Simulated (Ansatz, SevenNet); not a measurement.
**How the volume per atom of solid bromine moves with the method**

No measured value is used here.

```json
[
 {"level (code)": "SevenNet-l3i5 (SevenNet)", "value (Å³/atom)": "38.67"},
 {"level (code)": "LDA (Ansatz)", "value (Å³/atom)": "27.48"},
 {"level (code)": "PBE (Ansatz)", "value (Å³/atom)": "40.63"},
 {"level (code)": "PBE-D3(BJ) (Ansatz)", "value (Å³/atom)": "?"},
 {"level (code)": "PBE0-D4 (Ansatz)", "value (Å³/atom)": "31.61"}
]
```

Q: What belongs in the gaps?

A: 
- PBE-D3(BJ) (Ansatz, a program for electronic structure), value (Å³/atom): 31.05

LDA, PBE: the cell comes from a level without a dispersion term, which matters for the spacing of layers, chains or molecules. Cutoffs and k meshes differ between the levels. Ansatz's density-functional and Hartree–Fock values are scalar-relativistic unless marked +SOC, with PAW data made under PBE.

Machine-learned potentials (SevenNet-l3i5) are trained on DFT data, which may include these solids.
